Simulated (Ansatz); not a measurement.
in.yaml

```yaml
crystal:
  periodic: [false, false, false]
  atoms:
    - {symbol: Al, position_ang: [0.000000, 0.000000, 0.105100]}
    - {symbol: C, position_ang: [0.000000, 0.000000, -1.811100]}
    - {symbol: H, position_ang: [0.000000, 0.000000, 1.706000]}
basis:
  gaussian: {orbitals: cc-pVDZ}
magnetization: {spin_polarized: true, initial_magnetization: 2}
correlation: {method: bccd, electrons: valence}
accuracy: high
```

```sh
$ ansatz run in.yaml --threads 1 --pin off --events-out ev --progress --plain --max-ram 2393MiB
```

Output:

```
724 factors; integrals over basis functions are off by at most 3.2e-9 eV
mean field evaluation 1: about -7622.9173 eV, gradient 1.1e1 eV
mean field evaluation 2: about -7622.9194 eV, gradient 1.1e1 eV
mean field evaluation 4: about -7623.8577 eV, gradient 1.5e0 eV
mean field evaluation 8: about -7623.8840 eV, gradient 2.0e-3 eV
mean field evaluation 16: about -7623.8549 eV, gradient 1.5e0 eV
mean field evaluation 32: about -7623.8840 eV, gradient 5.0e-5 eV
mean field evaluation 64: about -7621.1883 eV, gradient 1.4e1 eV
mean field evaluation 96: about -7623.6963 eV, gradient 1.3e0 eV
mean field evaluation 128: about -7621.2201 eV, gradient 4.9e-1 eV
mean field evaluation 160: about -7623.8687 eV, gradient 3.1e-1 eV
...
cycle  20  -4.73458962 eV  change   -4.2e-8 eV  update   4.1e-8
cycle  21  -4.73458945 eV  change    1.7e-7 eV  update   9.6e-8
cycle  22  -4.73458944 eV  change    1.1e-8 eV  update   4.3e-8
cycle  23  -4.73458943 eV  change    7.8e-9 eV  update   2.3e-8
cycle  24  -4.73458944 eV  change   -6.3e-9 eV  update   1.2e-8
cycle  25  -4.73458944 eV  change   -3.6e-9 eV  update   5.6e-9
cycle  26  -4.73458944 eV  change   -1.2e-9 eV  update   3.1e-9
cycle  27  -4.73458944 eV  change   5.0e-10 eV  update   1.8e-9
cycle  28  -4.73458944 eV  change  -1.4e-10 eV  update   1.0e-9
cycle  29  -4.73458944 eV  change  -1.1e-10 eV  update  5.2e-10
Total energy: -7628.61855301 eV, -280.3465609596 hartree
```

Ran on 1 thread of AMD EPYC 9R45, shared host: 4.2 s wall, 0.18 GiB peak host memory.
